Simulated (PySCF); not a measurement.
**Atomic charges against the basis set**

Compound: C₅H₇F.
Geometry (PBE0-D3(BJ)/def2-SVP, Å), atoms numbered from 1 in this order:
```xyz
13
C5H7F angstrom
F      0.2277   -2.0785    0.8749
C      0.1563   -0.9014    0.2237
C     -1.1352   -0.3851   -0.3693
C     -0.6890    1.0514    0.0270
C      0.5661    0.4786    0.6790
C      1.3634   -0.2750   -0.3621
H     -2.0023   -0.7161    0.2192
H     -1.3162   -0.6012   -1.4344
H     -0.5069    1.7461   -0.8091
H     -1.3773    1.5282    0.7384
H      1.0178    0.8131    1.6155
H      1.3957    0.0608   -1.4065
H      2.2974   -0.6995    0.0157
```

PBE0 throughout (PySCF), one geometry, spherical d and f functions. Isolated species at its PBE0-D3(BJ)/def2-SVP geometry, gas phase. The first 7 of 13 kinds of atom are listed.

Mulliken charges (e):

```csv
basis,functions,F1,C2,C3,C4,C5,C6,H7
STO-3G,37,-0.092,+0.093,-0.155,-0.142,-0.108,-0.186,+0.086
6-31G,68,-0.314,+0.269,-0.339,-0.317,-0.207,-0.361,+0.192
pcSseg-0,68,-0.339,+0.078,-0.370,-0.466,-0.348,-0.370,+0.272
6-31G*,98,-0.320,+0.401,-0.389,-0.345,-0.205,-0.421,+0.191
cc-pVDZ,119,-0.187,+0.081,-0.018,-0.006,-0.139,-0.010,+0.049
def2-SVP,119,-0.216,+0.079,+0.021,0.000,-0.205,-0.036,+0.051
aug-cc-pVDZ,201,-0.628,+0.694,+0.639,+0.747,+0.530,+0.795,-0.253
"6-311+G(2d,p)",204,-0.385,+0.485,-0.354,-0.269,-0.027,-0.307,+0.145
def2-TZVP,228,-0.206,+0.243,-0.211,-0.194,-0.162,-0.248,+0.107
cc-pVTZ,278,-0.189,+0.256,-0.190,-0.158,-0.147,-0.249,+0.094
IGLO-III,280,-0.297,+0.346,-0.237,-0.244,-0.031,-0.284,+0.134
pcSseg-2,314,-0.283,+0.201,-0.032,-0.034,-0.150,-0.074,+0.038
```

IAO charges (e):

```json
{"basis": "STO-3G", "functions": "37", "F1": "-0.112", "C2": "+0.137", "C3": "-0.275", "C4": "-0.251", "C5": "-0.161", "C6": "-0.291", "H7": "+0.140"}
{"basis": "6-31G", "functions": "68", "F1": "-0.275", "C2": "+0.270", "C3": "-0.294", "C4": "-0.269", "C5": "-0.164", "C6": "-0.319", "H7": "+0.156"}
{"basis": "pcSseg-0", "functions": "68", "F1": "-0.258", "C2": "+0.254", "C3": "-0.299", "C4": "-0.273", "C5": "-0.175", "C6": "-0.315", "H7": "+0.159"}
{"basis": "6-31G*", "functions": "98", "F1": "-0.283", "C2": "+0.303", "C3": "-0.282", "C4": "-0.254", "C5": "-0.163", "C6": "-0.310", "H7": "+0.147"}
{"basis": "cc-pVDZ", "functions": "119", "F1": "-0.283", "C2": "+0.303", "C3": "-0.282", "C4": "-0.255", "C5": "-0.164", "C6": "-0.314", "H7": "+0.148"}
{"basis": "def2-SVP", "functions": "119", "F1": "-0.284", "C2": "+0.302", "C3": "-0.277", "C4": "-0.249", "C5": "-0.160", "C6": "-0.304", "H7": "+0.145"}
{"basis": "aug-cc-pVDZ", "functions": "201", "F1": "-0.298", "C2": "+0.305", "C3": "-0.286", "C4": "-0.260", "C5": "-0.166", "C6": "-0.319", "H7": "+0.152"}
{"basis": "6-311+G(2d,p)", "functions": "204", "F1": "-0.299", "C2": "+0.304", "C3": "-0.287", "C4": "-0.261", "C5": "-0.166", "C6": "-0.319", "H7": "+0.153"}
{"basis": "def2-TZVP", "functions": "228", "F1": "-0.298", "C2": "+0.309", "C3": "-0.287", "C4": "-0.261", "C5": "-0.167", "C6": "-0.320", "H7": "+0.152"}
{"basis": "cc-pVTZ", "functions": "278", "F1": "-0.295", "C2": "+0.308", "C3": "-0.288", "C4": "-0.261", "C5": "-0.167", "C6": "-0.321", "H7": "+0.152"}
{"basis": "IGLO-III", "functions": "280", "F1": "-0.299", "C2": "+0.307", "C3": "-0.288", "C4": "-0.261", "C5": "-0.166", "C6": "-0.320", "H7": "+0.153"}
{"basis": "pcSseg-2", "functions": "314", "F1": "-0.298", "C2": "+0.309", "C3": "-0.288", "C4": "-0.261", "C5": "-0.166", "C6": "-0.320", "H7": "+0.152"}
```

Problem. Which scheme is steadiest as the basis changes?

Solution. Largest range over the bases for any column: IAO 0.19 e, Mulliken 1.22 e. IAO charges move least and Mulliken charges most, counted in e. Without the minimal STO-3G basis the ranges are IAO 0.05, Mulliken 1.22 e.

Problem. How much do the charges still move between the two largest bases, IGLO-III and pcSseg-2?

Solution. At most, over all atoms: Mulliken 0.210 e, IAO 0.002 e.

Problem. What do the same runs give for the total energy, the frontier levels and the dipole moment?

Solution. 
```csv
basis,energy (Eh),HOMO (eV),LUMO (eV),μ (D)
STO-3G,-290.4438,-4.70,7.28,0.66
6-31G,-294.1109,-7.30,2.77,1.68
pcSseg-0,-293.5023,-7.68,2.24,1.65
6-31G*,-294.1874,-7.12,2.77,1.33
cc-pVDZ,-294.2099,-7.25,2.01,1.34
def2-SVP,-293.9797,-7.37,1.98,1.42
aug-cc-pVDZ,-294.2290,-7.39,0.03,1.61
"6-311+G(2d,p)",-294.2784,-7.43,0.43,1.63
def2-TZVP,-294.3045,-7.39,1.45,1.53
cc-pVTZ,-294.2948,-7.36,1.42,1.47
IGLO-III,-294.3108,-7.41,0.98,1.59
pcSseg-2,-294.3050,-7.42,0.76,1.59
```

The dipole is fixed by the density alone, so its range of 1.02 D shows that the density itself changes with the basis, not only its division among atoms.
